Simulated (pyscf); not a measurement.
Optimised with ωB97X-D3(BJ)/def2-SVP in PySCF.

SMILES: CC(C)(C)[O][Ga]([OH])[OH]
```xyz
19

C     -0.3718    -1.1271     1.9268
C     -0.6216    -0.6532     0.4954
C      0.2850     0.5317     0.1473
C     -2.0941    -0.2810     0.2938
O     -0.2943    -1.7619    -0.3470
Ga    -0.4229    -1.7029    -2.1118
O      0.0166    -3.1423    -3.0544
O     -0.9769    -0.2507    -2.9776
H      0.6809    -1.4263     2.0451
H     -0.5980    -0.3315     2.6540
H     -1.0039    -2.0004     2.1492
H      0.1017     0.8649    -0.8878
H      0.1003     1.3868     0.8166
H      1.3417     0.2362     0.2446
H     -2.2671     0.0563    -0.7418
H     -2.3967     0.5336     0.9707
H     -2.7328    -1.1555     0.4952
H      0.3024    -3.8847    -2.5102
H     -1.0036    -0.3601    -3.9350
```
Charge 0, spin multiplicity 1.

**Question.** How much does it cost (ΔH, 298 K, ωB97M-D3(BJ)/def2-TZVP) to split H₃C–C(CH₃)(CH₃)–O–Ga(OH)–OH (SMILES CC(C)(C)[O][Ga]([OH])[OH]) at its C–O bond into H₃C–C•(CH₃)–CH₃ + •O–Ga(OH)–OH?

**Answer.** C–O to H₃C–C•(CH₃)–CH₃ + •O–Ga(OH)–OH: 95.4 kcal/mol. The 7 functionals that were run give +88.3 (r²SCAN) to +98.8 kcal/mol (M06-2X). The radicals are drawn with the spin at the cut bond; how far it spreads was not checked. Other isomers of H₃C–C•(CH₃)–CH₃, •O–Ga(OH)–OH were not searched in full and may lie lower. Elements up to Kr have no core potential and no relativistic terms here.
